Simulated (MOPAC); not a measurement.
MOPAC input (AM1):

```
AM1 1SCF UHF MS=0.5 GEO-OK AUX(PRECISION=9) THREADS=1
C2H2N

C    -0.00903452 1   -0.16590223 1   -1.17724503 1
C     0.00142313 1    0.02613312 1    0.18544107 1
N     0.01028281 1    0.18882474 1    1.33990349 1
H     0.92041918 1   -0.21588433 1   -1.72503587 1
H    -0.94673049 1   -0.26727414 1   -1.70346476 1
```

Output:

```
 *******************************************************************************
 **                                                                           **
 **                              MOPAC v23.2.5                                **
 **                                                                           **
 *******************************************************************************
 ** MOPAC's Digital Object Identifier: https://doi.org/10.5281/zenodo.6511958 **
 **                                                                           **
 ** Please cite the open-source release paper for use of this MOPAC version:  **
 ** J. E. Moussa and J. J. P. Stewart (2026)                                  **
 ** MOPAC: An open-source semiempirical molecular orbital program             **
 ** J. Open Source Softw., 11(119), 8025, https://doi.org/10.21105/joss.08025 **
 *******************************************************************************

                              AM1 CALCULATION RESULTS

 *******************************************************************************
 *  AM1        - The AM1 Hamiltonian to be used
 *  GEO-OK     - OVERRIDE INTERATOMIC DISTANCE AND OTHER SAFETY CHECKS
 *  UHF        - UNRESTRICTED HARTREE-FOCK CALCULATION
 *  MS=        - IN MECI, MAGNETIC COMPONENT OF SPIN =  0.5
 *  1SCF       - DO 1 SCF AND THEN STOP
 *  AUX        - OUTPUT AUXILIARY INFORMATION
 *******************************************************************************
AM1 1SCF UHF MS=0.5 GEO-OK AUX(PRECISION=9) THREADS=1
 C2H2N

   ATOM   CHEMICAL          X               Y               Z
  NUMBER   SYMBOL      (ANGSTROMS)     (ANGSTROMS)     (ANGSTROMS)

     1       C         -0.00903452  *  -0.16590223  *  -1.17724503  *
     2       C          0.00142313  *   0.02613312  *   0.18544107  *
     3       N          0.01028281  *   0.18882474  *   1.33990349  *
     4       H          0.92041918  *  -0.21588433  *  -1.72503587  *
     5       H         -0.94673049  *  -0.26727414  *  -1.70346476  *

          CARTESIAN COORDINATES

    NO.       ATOM           X           Y           Z

     1         C         -0.0090     -0.1659     -1.1772
     2         C          0.0014      0.0261      0.1854
     3         N          0.0103      0.1888      1.3399
     4         H          0.9204     -0.2159     -1.7250
     5         H         -0.9467     -0.2673     -1.7035

  H: (AM1): M.J.S. DEWAR ET AL, J. AM. CHEM. SOC. 107 3902-3909 (1985)
  C: (AM1): M.J.S. DEWAR ET AL, J. AM. CHEM. SOC. 107 3902-3909 (1985)
  N: (AM1): M.J.S. DEWAR ET AL, J. AM. CHEM. SOC. 107 3902-3909 (1985)

           Empirical Formula: C2 H2 N  =     5 atoms

      MOLECULAR POINT GROUP   :   C2v

          UHF CALCULATION, NO. OF ALPHA ELECTRONS =    8
                           NO. OF BETA  ELECTRONS =    7

 -------------------------------------------------------------------------------
 AM1 1SCF UHF MS=0.5 GEO-OK AUX(PRECISION=9) THREADS=1
 C2H2N

     1SCF WAS SPECIFIED, SO BFGS WAS NOT USED
     SCF FIELD WAS ACHIEVED

                              AM1 CALCULATION
                                                       MOPAC v23.2.5 Linux

          FINAL HEAT OF FORMATION =         52.71172 KCAL/MOL =     220.54586 KJ/MOL

          COSMO AREA              =         79.58 SQUARE ANGSTROMS
          COSMO VOLUME            =         61.08 CUBIC ANGSTROMS

          IONIZATION POTENTIAL    =         10.402265 EV
          ALPHA SOMO LUMO (EV)    =        -10.402  1.433
          BETA  SOMO LUMO (EV)    =        -12.578 -0.562
          NO. OF ALPHA ELECTRONS  =          8
          NO. OF BETA  ELECTRONS  =          7
          MOLECULAR WEIGHT        =         40.0445         POINT GROUP:  C2v

          MOLECULAR DIMENSIONS (Angstroms)

            Atom       Atom       Distance
            H     5    N     3     3.22273
            H     4    H     5     1.78781
            C     1    C     2     0.00000

          SCF CALCULATIONS        =          1

   ATOM   CHEMICAL          X               Y               Z
  NUMBER   SYMBOL      (ANGSTROMS)     (ANGSTROMS)     (ANGSTROMS)

     1       C         -0.00903452  *  -0.16590223  *  -1.17724503  *
     2       C          0.00142313  *   0.02613312  *   0.18544107  *
     3       N          0.01028281  *   0.18882474  *   1.33990349  *
     4       H          0.92041918  *  -0.21588433  *  -1.72503587  *
     5       H         -0.94673049  *  -0.26727414  *  -1.70346476  *

                             CARTESIAN COORDINATES

   1    C       -0.009034520    -0.165902230    -1.177245030
   2    C        0.001423130     0.026133120     0.185441070
   3    N        0.010282810     0.188824740     1.339903490
   4    H        0.920419180    -0.215884330    -1.725035870
   5    H       -0.946730490    -0.267274140    -1.703464760

           Empirical Formula: C2 H2 N  =     5 atoms

      MOLECULAR POINT GROUP   :   C2v

          ALPHA EIGENVALUES
 -37.24516 -30.86464 -18.87046 -16.13031 -14.71422 -14.21713 -12.77920 -10.40227
   1.43341   1.74181   2.92866   3.96214   4.25789   6.35679

           BETA EIGENVALUES
 -36.86032 -29.53954 -18.49150 -15.92359 -13.82983 -13.78737 -12.57784  -0.56248
   1.49982   2.75960   3.49119   4.33863   4.56168   6.55451

              NET ATOMIC CHARGES AND DIPOLE CONTRIBUTIONS

  ATOM NO.   TYPE          CHARGE      No. of ELECS.   s-Pop       p-Pop
    1          C          -0.146493        4.1465     1.24210     2.90439
    2          C          -0.121995        4.1220     1.25356     2.86844
    3          N          -0.024216        5.0242     1.82502     3.19919
    4          H           0.146352        0.8536     0.85365
    5          H           0.146352        0.8536     0.85365
 DIPOLE           X         Y         Z       TOTAL
 POINT-CHG.    -0.014    -0.260    -1.846     1.865
 HYBRID        -0.005    -0.099    -0.700     0.707
 SUM           -0.020    -0.359    -2.547     2.572

          ATOMIC ORBITAL ELECTRON POPULATIONS

     Atom    s        px        py        pz
    1  C   1.24210   1.03540   0.98459   0.88440
    2  C   1.25356   0.95163   0.97753   0.93928
    3  N   1.82502   1.06961   1.03627   1.09331
    4  H   0.85365
    5  H   0.85365

                    (SZ)    =    0.500000
                    (S**2)  =    0.795694

          ATOMIC ORBITAL SPIN POPULATIONS

    Atom   Total    s     px     py     pz
         Atomic
    1  C  1.0357  0.055  0.052  0.866  0.062
    2  C -0.3013 -0.027 -0.066 -0.176 -0.033
    3  N  0.3771  0.007  0.070  0.290  0.011
    4  H -0.0558 -0.056
    5  H -0.0558 -0.056

 **********************
 *                    *
 * JOB ENDED NORMALLY *
 *                    *
 **********************

 == MOPAC DONE ==
```
